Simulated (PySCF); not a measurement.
# MgCl: the SCF solver's settings

Aim: find out which solver settings change the answer for MgCl.

Method: method and basis as typed in the scripts; program: PySCF 2.14.0.

2 further runs of the same task are left out: 2 that didn't finish.

## (1) The starting structure

MgCl: 2 atoms, charge 0, spin multiplicity 2.

Bond lengths: Mg1–Cl2 2.270 Å.

## (2) Base script

Input file input.py:

```python
from pyscf import gto, scf
from pyscf.geomopt.geometric_solver import optimize

mol = gto.M(
    atom='Mg 0 0 0; Cl 0 0 2.27',
    basis='6-31g',
    charge=0,
    spin=1,
    verbose=4,
)
mf = scf.ROHF(mol)
mf.kernel()
mol_eq = optimize(mf, maxsteps=30)
print('optimised geometry (angstrom)')
print(mol_eq.tostring('raw'))
print('orbital energies (hartree):', mf.mo_energy[..., max(0, mol.nelec[1]-3):mol.nelec[0]+3].round(4))
```

Launch:

```sh
$ OMP_NUM_THREADS=1 python input.py
```

The log of this run is left out.

It gives: at the starting geometry E(SCF) = -659.128622 Eh, 8 cycles, optimised bond 2.307 Å in 4 steps; the optimisation lowers the energy by 0.007 eV.

## (3) Convergence threshold 0.001 hartree

Run 1 changes convergence threshold: default → 0.001 hartree.

Input file input.py:

```python
from pyscf import gto, scf
from pyscf.geomopt.geometric_solver import optimize

mol = gto.M(
    atom='Mg 0 0 0; Cl 0 0 2.27',
    basis='6-31g',
    charge=0,
    spin=1,
    verbose=4,
)
mf = scf.ROHF(mol)
mf.conv_tol = 0.001
mf.kernel()
mol_eq = optimize(mf, maxsteps=30)
print('optimised geometry (angstrom)')
print(mol_eq.tostring('raw'))
print('orbital energies (hartree):', mf.mo_energy[..., max(0, mol.nelec[1]-3):mol.nelec[0]+3].round(4))
```

Launch:

```sh
$ OMP_NUM_THREADS=1 python input.py
```

## (4) Second-order solver on

Run 2 changes second-order solver: off → on.

Edit input.py of step 2 so:

```diff
@@ -11,2 +11,3 @@
 mf = scf.ROHF(mol)
+mf = mf.newton()
 mf.kernel()
```

## (5) Cycle limit 8

Run 3 changes cycle limit: 50 → 8.

Edit input.py of step 2 so:

```diff
@@ -11,2 +11,3 @@
 mf = scf.ROHF(mol)
+mf.max_cycle = 8
 mf.kernel()
```

## (6) Point-group symmetry on

Run 4 changes point-group symmetry: off → on.

Edit input.py of step 2 so:

```diff
@@ -8,2 +8,3 @@
     spin=1,
+    symmetry=True,
     verbose=4,
```

## (7) Level shift 0.1 hartree

Run 5 changes level shift: none → 0.1 hartree.

Edit input.py of step 2 so:

```diff
@@ -11,2 +11,3 @@
 mf = scf.ROHF(mol)
+mf.level_shift = 0.1
 mf.kernel()
```

Before running it: what results should come out? Wanted: for each run, E(SCF); from base; after the SCF.

**Answer**, as computed:

```tsv
run	E(SCF) (hartree)	from base (eV)	cycles	after the SCF
base	-659.128622	0	8	bond 2.307 Å, -0.007 eV
convergence threshold 0.001 hartree	-659.128621	0.0000	4	bond 2.307 Å, -0.007 eV
second-order solver on	-659.128622	0.0000	4 macro	bond 2.307 Å, -0.007 eV
cycle limit 8	-659.128622	0.0000	8	bond 2.307 Å, -0.007 eV
point-group symmetry on	-659.128622	0.0000	8	bond 2.307 Å, -0.007 eV
level shift 0.1 hartree	-659.128622	0.0000	9	bond 2.307 Å, -0.007 eV
```

SCF columns refer to the geometry typed in the script.

Distance from each run's final energy (log10 hartree) by cycle:

```tsv
run	cycle 1	cycle 2	cycle 3	cycle 5	cycle 8	cycle 12
base	-1.4	-2.2	-3.1	-6.4	-10.9	done
convergence threshold 0.001 hartree	-1.4	-2.2	-3.1	done	done	done
second-order solver on	-3.0	-7.7	< -11	done	done	done
cycle limit 8	-1.4	-2.2	-3.1	-6.4	-10.9	done
point-group symmetry on	-1.4	-2.2	-3.1	-6.4	-10.9	done
level shift 0.1 hartree	-1.4	-2.1	-2.8	-5.4	-9.2	done
```

**Reading.** The SCF energy stays the same, to the digits that matter, with convergence threshold 0.001 hartree or second-order solver on or cycle limit 8 or point-group symmetry on or level shift 0.1 hartree. With cycle limit 8, point-group symmetry on, level shift 0.1 hartree the path hardly changes: 8 to 9 cycles against 8.
